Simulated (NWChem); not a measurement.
System: acetonitrile (C2H3N); SMILES CC#N

```xyz
6

C      0.0000     0.0000    -1.1625
C      0.0000     0.0000     0.2907
N      0.0000     0.0000     1.4476
H      1.0196     0.1555    -1.5430
H     -0.3751    -0.9607    -1.5430
H     -0.6445     0.8052    -1.5430
```
Atoms are numbered in this order, from 1.

Results from NWChem. All runs use the structure optimised with PBE0/def2-SVP. GIAO values for the isolated, static molecule; σ is the absolute isotropic shielding.

```json
[
 {"level": "Hartree-Fock/cc-pVDZ", "basis functions": "57", "σ C1 (ppm)": "200.4", "σ C2 (ppm)": "84.2", "σ N3 (ppm)": "-15.9", "σ H4 (ppm)": "30.06", "relative time": "1"},
 {"level": "Hartree-Fock/cc-pVTZ", "basis functions": "132", "σ C1 (ppm)": "192.1", "σ C2 (ppm)": "68.5", "σ N3 (ppm)": "-36.8", "σ H4 (ppm)": "29.90", "relative time": "10"},
 {"level": "Hartree-Fock/pcSseg-1", "basis functions": "66", "σ C1 (ppm)": "189.5", "σ C2 (ppm)": "64.0", "σ N3 (ppm)": "-46.5", "σ H4 (ppm)": "29.78", "relative time": "1"},
 {"level": "Hartree-Fock/pcSseg-2", "basis functions": "150", "σ C1 (ppm)": "190.3", "σ C2 (ppm)": "63.4", "σ N3 (ppm)": "-42.1", "σ H4 (ppm)": "29.84", "relative time": "10"}
]
```

Times are rough ratios from one shared machine.
